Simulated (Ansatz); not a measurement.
Geometry optimisation, Ansatz 0.2.0, RKS r2SCAN-D4/def2-SVP.

Input file:

```yaml
crystal:
  periodic: [false, false, false]
  atoms:
    - { symbol: B, position_ang: [-0.151358, 0.387402, -0.344547] }
    - { symbol: Cl, position_ang: [0.07901, 0.106807, 2.695067] }
    - { symbol: H, position_ang: [0.822954, -0.290845, -0.57922] }
    - { symbol: O, position_ang: [-1.409104, -0.053907, -0.531812] }
    - { symbol: H, position_ang: [-1.445595, -0.969076, -0.833553] }
    - { symbol: H, position_ang: [-0.04845, 1.528192, 0.018748] }
    - { symbol: H, position_ang: [-0.121258, 1.094628, 1.825117] }
basis:
  gaussian: { orbitals: def2-SVP }
hamiltonian:
  xc: r2scan
  dispersion: d4
relax:
  f_tol: 0.03
  max_steps: 50
```

Launched with:

```bash
$ ansatz run input.yaml --threads 2 --pin off --max-ram 3072MiB --backend cpu --events-out ev --progress --plain --runs-dir out
```

**Question.** Where does it end, and by what steps?

**Answer.** The forces met the threshold. After 9 steps the energy has fallen by 0.030 eV; H7 moved furthest, 0.16 Å.

```json
{"step": "0", "energy less start (eV)": "0.0000", "largest force component (eV/Å)": "0.745", "accepted": "yes"}
{"step": "1", "energy less start (eV)": "-0.0088", "largest force component (eV/Å)": "0.734", "accepted": "yes"}
{"step": "2", "energy less start (eV)": "-0.0124", "largest force component (eV/Å)": "0.670", "accepted": "yes"}
{"step": "3", "energy less start (eV)": "-0.0224", "largest force component (eV/Å)": "0.260", "accepted": "yes"}
{"step": "4", "energy less start (eV)": "-0.0261", "largest force component (eV/Å)": "0.234", "accepted": "yes"}
{"step": "5", "energy less start (eV)": "-0.0291", "largest force component (eV/Å)": "0.096", "accepted": "yes"}
{"step": "6", "energy less start (eV)": "-0.0298", "largest force component (eV/Å)": "0.099", "accepted": "yes"}
{"step": "7", "energy less start (eV)": "-0.0299", "largest force component (eV/Å)": "0.054", "accepted": "yes"}
{"step": "8", "energy less start (eV)": "-0.0300", "largest force component (eV/Å)": "0.036", "accepted": "yes"}
{"step": "9", "energy less start (eV)": "-0.0300", "largest force component (eV/Å)": "0.016", "accepted": "yes"}
```

```xyz
7
Properties=species:S:1:pos:R:3
B -0.160 0.382 -0.401
Cl 0.093 0.131 2.798
H 0.811 -0.306 -0.625
O -1.416 -0.066 -0.590
H -1.455 -0.985 -0.883
H -0.059 1.532 -0.029
H -0.087 1.114 1.980
```

Whether the end is a true minimum wasn't checked by a vibrational analysis.

Time of the run: 16 s on 2 threads of Arm Neoverse V1, on a shared host, peak memory 0.14 GiB.
